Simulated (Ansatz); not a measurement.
Total energies of C2H5N3 (`N=CN=CN`).

Z-matrix (Å, degrees):
```
C
N 1 1.386
N 1 1.264 2 125.6
H 1 1.100 2 116.6 3 180.0
C 2 1.278 1 116.0 3 -180.0
H 3 1.022 1 109.1 2 -0.0
N 5 1.341 2 122.6 1 -180.0
H 5 1.097 2 122.9 1 -0.0
H 7 1.005 5 119.2 2 -0.1
H 7 1.001 5 121.4 2 -179.9
```

Charge 0, multiplicity 1. The geometry is a stationary point of PBE0-D4/def2-TZVP. It is one conformer, not always the lowest. Basis def2-TZVPP, the Gaussian-basis code of Ansatz.

RPA on PBE orbitals: Hartree–Fock energy of these orbitals -242.01850 Eh, correlation -1.46278 Eh (frozen core).

```json
{"functional": "LDA (SPW92)", "energy without D4 (Eh)": "-241.50673", "D4 term (kJ/mol)": "–"}
{"functional": "B3LYP", "energy without D4 (Eh)": "-243.56398", "D4 term (kJ/mol)": "-25.2"}
```

(1) Give the same for PBE, revPBE, BLYP, r2SCAN, B97M-V, PBE0, r2SCANh, r2SCAN0, HSE06 (plane-wave form), BHLYP, CAM-B3LYP, LC-ωPBE, ωB97X-V, ωB97M-V, B2PLYP, PBE-QIDH. (Estimate.)

B3LYP takes the VWN-RPA correlation (the form of Gaussian; ORCA's B3LYP/G). HSE06 is the plane-wave form, built on full-range PBE exchange. The double hybrids freeze the cores in their second-order part.

Answers

(1) Computed: 
```tsv
functional	energy without D4 (Eh)	D4 term (kJ/mol)
PBE	-243.26921	-15.8
revPBE	-243.49307	-57.7
BLYP	-243.48587	-35.9
r2SCAN	-243.42154	-4.1
B97M-V	-243.53229	–
PBE0	-243.27477	-13.2
r2SCANh	-243.40626	-4.2
r2SCAN0	-243.38459	-4.6
HSE06 (plane-wave form)	-243.26236	-12.1
BHLYP	-243.40940	-17.0
CAM-B3LYP	-243.44358	-13.1
LC-ωPBE	-243.39244	–
ωB97X-V	-243.47762	–
ωB97M-V	-243.46607	–
B2PLYP	-243.36239	–
PBE-QIDH	-243.23173	–
```

LC-ωPBE has ω = 0.4 bohr⁻¹.
